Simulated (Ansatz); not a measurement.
This geometry of C₂H₃ClFN (8 atoms, charge 0, multiplicity 1) is a first-order saddle point.

These are results of RKS PBE/def2-SVP (Ansatz 0.2.0), not measurements.

```xyz
8
Properties=species:S:1:pos:R:3
C -1.179 0.339 0.007
N 0.164 -0.060 -0.002
C 1.308 -0.452 0.027
F 1.822 -1.402 0.853
Cl 2.668 0.097 -1.005
H -1.294 1.227 0.666
H -1.862 -0.449 0.401
H -1.536 0.642 -1.003
```

Problem. Which two structures does it join? (They come from a converged band through this point; their orientation in space is the band's.)

Solution. No bond is made or broken. The dihedral C1–N2–C3–Cl5 changes from 180 to 0° by way of a nearly straight angle C1–N2–C3 (up to 177°), not by a turn about the bond.

Image 0:

```xyz
8
Properties=species:S:1:pos:R:3
C -1.059 0.322 0.021
N 0.334 0.579 -0.274
C 1.223 -0.279 -0.076
F 1.036 -1.523 0.420
Cl 2.903 -0.016 -0.414
H -1.425 1.094 0.730
H -1.267 -0.684 0.445
H -1.653 0.449 -0.909
```

Image 10:

```xyz
8
Properties=species:S:1:pos:R:3
C -1.017 0.385 0.019
N 0.046 -0.303 0.700
C 1.166 -0.541 0.200
F 2.118 -1.183 0.870
Cl 1.757 -0.126 -1.417
H -1.307 1.282 0.606
H -1.913 -0.270 -0.015
H -0.759 0.699 -1.018
```

Problem. How far does it lie above each of them?

Solution. 0.49 eV above the first and 0.59 eV above the second. This is the barrier of this one path; another mechanism may lie lower.

The run took 9.9 min on 1 thread of AMD EPYC 7R43 64-Core Processor (Zen 3), with other jobs on the host, peak memory 0.14 GiB.
